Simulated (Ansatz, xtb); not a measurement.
# Isomers of CH4AlN in order of energy

6 gas-phase structures of CH4AlN, found in a search over its isomers (lower ones may exist). Each was relaxed with GFN2-xTB:

A. `[CH]1=[NH+][AlH2-]1`, a singlet
B. `C[NH][Al]`, a singlet
C. a singlet given by its coordinates
D. `[CH2]1[NH][AlH]1`, a singlet
E. `[H]/N=[CH]\[AlH2]`, a singlet
F. a singlet given by its coordinates

C (Å):

```xyz
7

C    -1.2280   -1.4785    0.9074
Al   -1.4441   -0.2727   -1.8523
N    -1.3164   -0.9801   -0.2355
H    -1.0594   -2.5479    1.0682
H    -1.3126   -0.8777    1.8188
H    -1.6817    1.2380   -2.0509
H    -1.3213   -1.1552   -3.1101
```

Close contacts (Å): C1–N3 1.25, Al2–N3 1.77, C1–H4 1.09, C1–H5 1.09, Al2–H6 1.54, Al2–H7 1.54.

F (Å):

```xyz
7

C     0.4495   -1.1194   -0.4847
Al   -0.8936    1.4745    0.3633
N     0.3256   -0.0408   -0.1349
H     0.0277    2.6522    0.7977
H     0.5841   -2.1195   -0.8097
H    -1.6060    0.6280    1.4796
H    -1.5455    1.5093   -1.0668
```

Close contacts (Å): C1–N3 1.14, Al2–N3 2.01, C1–H5 1.06, Al2–H4 1.56, Al2–H6 1.57, Al2–H7 1.57.

Estimate their order in r2SCAN-D4/def2-SVP energy at these geometries, lowest first.

Calculated order at r2SCAN-D4/def2-SVP: B (0.000), A (0.916), C (0.917), D (1.352), F (1.354), E (1.536) eV. Less than 1 kcal/mol parts A and C; D and F, so the order within those pairs means little.

Energies above the lowest of each column, in eV; the last columns are at PBE0-D3(BJ)/def2-SVP geometries and were run for some of them only (a dash: not run or not comparable):

| structure | GFN2-xTB | HF/STO-3G | r2SCAN-D4/def2-SVP | PBE0-D3(BJ)/def2-SVP | CCSD(T)/def2-TZVPP |
| --- | --- | --- | --- | --- | --- |
| B | 0.920 | 0.000 | 0.000 | 0.000 | 0.000 |
| A | 0.741 | 0.726 | 0.916 | 1.068 | 1.011 |
| C | 0.000 | 0.773 | 0.917 | 0.593 | 0.525 |
| D | 1.580 | 1.542 | 1.352 | – | – |
| F | 0.678 | 1.097 | 1.354 | – | – |
| E | 1.397 | 1.279 | 1.536 | – | – |

CCSD(T)/def2-TZVPP puts B lowest of those it was run on; GFN2-xTB picks C. CCSD(T)/def2-TZVPP orders those it was run on as B (0.000), C (0.525), A (1.011) eV. Some further structures that were screened fall inside this span and aren't listed. Flexible structures stand in one conformer each, not always the lowest. Frequencies (PBE0-D3(BJ)/def2-SVP) were run for A, B, C alone.

Over these structures GFN2-xTB departs from r2SCAN-D4/def2-SVP by 0.467 eV on average once a common shift is removed. A GFN2-xTB relaxation took about 0.25 s and the r2SCAN-D4/def2-SVP energy about 2.5 s on a shared host (Ansatz 0.2.0, xtb 6.7.1).
